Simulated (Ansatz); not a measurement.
Reactions of `OC1NCS1`.

Computed with Ansatz on PBE0-D4/def2-TZVP structures; ΔE is electronic, products minus reactants. CBS: MP2 limit from def2 TZ/QZ plus the TZ coupled-cluster correction, frozen cores. This one scheme is used for every species, atoms too. No spin–orbit coupling; open shells (•) take unrestricted orbitals. Spin–orbit coupling would lower the free atoms: a little for C, O, S. Each species was taken in one conformer, which may not be the lowest.

Q: Order these by ΔE at CCSD(T)/CBS, lowest first. (An estimate is asked.)
A. `OC1NCS1` → `N=C(S)CO`
B. `OC1NCS1` → 2 C• + 5 H• + N• + O• + S•
C. `OC1NCS1` → `NCC(O)=S`
D. `OC1NCS1` → `N=C(O)CS`
E. `OC1NCS1` + H₂ → `C1NCS1` + H₂O
F. `OC1NCS1` → `N=CSCO`

A: D (-102.1 kJ/mol), C (-84.7 kJ/mol), E (-70.9 kJ/mol), A (-50.7 kJ/mol), F (-34.8 kJ/mol), B (+3718.2 kJ/mol).

Largest T1 diagnostic: 0.016, for `NCC(O)=S`.
